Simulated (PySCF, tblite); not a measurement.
# C₅H₉S radical: geometry, infrared bands and EPR parameters

Aim: predict the infrared bands and EPR parameters of C₅H₉S radical (`C[C]1CC(S)C1`).

Programs: tblite 0.8.0 and PySCF 2.14.0, with density-fitted response routines of our own. Each step states its level of theory. These are calculated values for one molecule in the gas phase, unless marked as measured. Atoms count from 0, in the outputs and in this text.

## 1. The molecule as given

15 atoms, charge 0, multiplicity 2; geometry from: force field or distance geometry start.

Bonds of the start (Å): C0–C1 1.50, C1–C2 1.47, C2–C3 1.55, C3–S4 1.84, C3–C5 1.53, C5–C1 1.48, C0–H6 1.09, C0–H7 1.09, C0–H8 1.10, C2–H9 1.09, C2–H10 1.09, C3–H11 1.09, S4–H12 1.34, C5–H13 1.10, C5–H14 1.10.

## 2. Relaxing the molecule with GFN2-xTB

Job settings and geometry (Å):

```
{"job": {"kind": "relax", "xc": "GFN2-xTB", "basis": "xTB"}, "charge": 0, "multiplicity": 2}
C      2.110000    -0.114900     0.002900
C      0.690200     0.286800    -0.239600
C     -0.378100    -0.692800    -0.465200
C     -1.352800     0.348500     0.131800
S     -2.477100    -0.385600     1.391300
C     -0.121100     1.006000     0.763300
H      2.723000     0.776600     0.165100
H      2.501900    -0.642500    -0.860800
H      2.192800    -0.766100     0.880300
H     -0.564100    -0.907900    -1.522100
H     -0.250300    -1.631800     0.073800
H     -1.866600     0.961600    -0.602100
H     -3.265900    -1.070000     0.551700
H      0.136100     0.736800     1.796100
H     -0.082400     2.103200     0.659800
```

Run with:

```console
$ OMP_NUM_THREADS=1 python probes_run.py task.json out
```

One launch serves the whole session: the jobs run in the order shown.

**Question.** This job is followed by: GFN2-xTB harmonic vibrations, gas phase; UKS B3LYP, pcH-1 on C H S, non-relativistic, mean-field spin-orbit, GIAO. Predict these results of the whole session: strongest single infrared mode (GFN2-xTB); zero-point energy (GFN2-xTB); g(iso) (B3LYP); ⟨S²⟩; largest a(iso) (averaged by class); potential on the surface of density 0.002 e/bohr³, 1st and 99th percentile.

**Answer**, as computed:

```
                                                                  quantity                  value
                                 strongest single infrared mode (GFN2-xTB)  2429 cm⁻¹, 126 km/mol
                                              zero-point energy (GFN2-xTB)          75.4 kcal/mol
                                                            g(iso) (B3LYP)                2.00272
                                                                      ⟨S²⟩     0.754 (exact 0.75)
                                        largest a(iso) (averaged by class)   13C on C1, 116.2 MHz
potential on the surface of density 0.002 e/bohr³, 1st and 99th percentile     -1.05 V and 1.01 V
```

What this shows: Relaxing lowered the energy by 0.310 eV in 32 steps; the close pair that moved most is C1–C2, from 1.467 to 1.491 Å. All 39 modes are real, so the xTB geometry is a minimum. The strongest single mode, at 2429 cm⁻¹, moves mainly H12. GFN2-xTB is a fitted tight-binding method: band positions and strengths are rough. Its intensities can rank the bands wrongly. C1 carries the largest spin population, 0.95 e. The isotropic g lies 0.4 ppt above the free-electron value. These values are for one conformer; the search (at its own cheap level) found 1 more, at 0.07 kcal/mol, and measured spectra average over such forms.
